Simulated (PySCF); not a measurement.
# LiSi: one state, many levels of theory

State: ⁴Σ⁻ (quartet), unpaired electrons σ ↑, π ↑↑. Set-up: Li jorge-DZP-DKH, Si jorge-DZP-DKH; spin-free X2C with a Gaussian nucleus (PySCF 2.14). De refers to Li + Si in their high-spin ground configurations, without counterpoise correction. The functionals are run spin-unrestricted. A positive dipole means Li(−)Si(+).

```csv
Level,Re (Å),ωe (cm⁻¹),De (eV),μ (D),"CPU s a point (SCF and correlation, without the integrals)"
UHF,2.410,442,1.24,-6.46,0.053
UHF-MP2,2.407,448,1.67,n/a,0.08
UHF-SCS-MP2,2.407,447,1.52,n/a,n/a
UHF-CCSD,2.406,446,1.63,n/a,n/a
UHF-CCSD(T),2.408,445,1.66,n/a,0.59
PBE,2.401,431,1.79,-5.39,0.33
PBEsol,2.400,432,1.90,-5.45,0.23
revPBE,2.416,426,1.71,-5.46,0.24
r²SCAN,2.404,439,1.93,-5.93,0.52
r²SCANh,2.400,442,1.91,-5.99,0.55
PBE0,2.389,443,1.77,-5.78,0.48
HSE06,2.390,442,1.76,-5.76,0.48
```

Question: Which functional lies closest to UHF-CCSD(T) in De, which farthest, and by how much do they differ from it?

Answer: Closest is revPBE (+0.8 pm in Re, -4.3 % in ωe, +0.05 eV in De against UHF-CCSD(T) in the same basis), farthest r²SCAN (-0.4 pm in Re, -1.3 % in ωe, +0.27 eV in De). CCSD(T) converges more slowly with the basis than the functionals do and binds too weakly in this one, so the order can change at the basis-set limit.

Question: What does a quarter of exact exchange do here, going from PBE to PBE0?

Answer: PBE0 less PBE: -1.2 pm in Re, +2.8 % in ωe, -0.02 eV in De. Exact exchange removes part of the self-interaction that spreads semilocal densities, and in most molecules shortens and stiffens the bond and lowers De; so it does here.

Question: What does the step from GGA to meta-GGA do here, going from PBE to r²SCAN?

Answer: r²SCAN less PBE: +0.3 pm in Re, +1.9 % in ωe, +0.14 eV in De. 

Correlated steps freeze 5 core orbitals. Correlated levels converge slowly with the basis: in double zeta they bind strong bonds too weakly, by up to about 1 eV, and carry superposition errors of some tenths. The state was picked by a PBE0 search and need not be the measured ground state.

The whole job (state search and all levels along the bond) took about 0.99 min on 1 thread of Arm Neoverse V2 (shared host), peak memory 0.45 GiB.
